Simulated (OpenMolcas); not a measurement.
# Potential curves of PN: spin-free states

Calculated with OpenMolcas 26.06: state-averaged CASSCF(10,8) over P 3s 3p, N 2s 2p, XMS-CASPT2 (IPEA 0.25, imaginary shift 0.2 hartree), scalar X2C, ANO-RCC-VTZP, then RASSI spin–orbit state interaction with atomic mean-field integrals. C2 symmetry about the axis (a holds Σ, Δ, Γ; b holds Π, Φ, H; Σ⁺ and Σ⁻ are not told apart); roots by multiplicity and irrep: 1a 4, 3a 4, 3b 2, 1b 2.

XMS-CASPT2 energies in eV from the lowest point. Curves are followed by energy order within each symmetry, so they are adiabatic and may change character at avoided crossings; Σ⁺ and Σ⁻ are counted together.

| R (Å) | (1)1Σ | (1)3Σ | (1)3Π | (1)3Δ | (2)3Σ |
| --- | --- | --- | --- | --- | --- |
| 1.290 | 2.229 | 7.777 | 6.955 | 8.507 | 9.023 |
| 1.365 | 0.809 | 5.674 | 5.374 | 6.442 | 6.988 |
| 1.433 | 0.191 | 4.488 | 4.589 | 5.297 | 5.866 |
| 1.500 | 0.000 | 3.768 | 4.222 | 4.613 | 5.204 |
| 1.575 | 0.123 | 3.356 | 4.137 | 4.242 | 4.859 |
| 1.650 | 0.472 | 3.220 | 4.276 | 4.147 | 4.791 |
| 1.755 | 1.164 | 3.313 | 4.693 | 4.301 | 4.969 |
| 1.890 | 2.175 | 3.694 | 5.387 | 4.759 | 5.462 |
| 2.100 | 3.540 | 4.447 | 6.467 | 5.622 | 6.380 |
| 2.400 | 4.892 | 5.305 | 7.432 | 6.612 | 7.479 |
| 2.850 | 5.704 | 5.859 | 7.594 | 7.261 | 7.765 |

(1) With masses 30.974 and 14.003 u, fit the curves (1)1Σ, (1)3Σ, (1)3Π, (1)3Δ near their minima.

The 5 lowest clean curves are shown; the next is (2)1Σ, from 4.91 eV. Only roots inside an energy window near the equilibrium distance were included, so the list of states is not complete; labels number the states computed. Each spin and symmetry block has orbitals of its own, averaged over its own roots, so gaps between blocks are less sure than gaps within one and near the minimum can be off by tenths of an eV, in bad cases by more. No Rydberg orbitals are active, so Rydberg states, and σ→σ* states whose orbital the CASSCF left unused, can be missing between those listed. CASPT2 splits the two components of degenerate states numerically, here by up to 162 cm⁻¹. At stretched bonds a block can hold a wrong CASSCF solution and miss its lowest state; points past a visible jump are left out. Points that failed a check (symmetry, reference weights, a jump) are left out.

Answers

(1) At XMS-CASPT2, Te from the lowest curve (the fit fixes ωe to a per cent or two; the method's Re and ωe can be off by some per cent):

```
curve  Te (cm⁻¹)  Re (Å)  ωe (cm⁻¹)
(1)1Σ          0   1.506     1308.4
(1)3Σ      25950   1.665      899.7
(1)3Π      33350   1.561     1095.1
(1)3Δ      33460   1.647      954.1
```
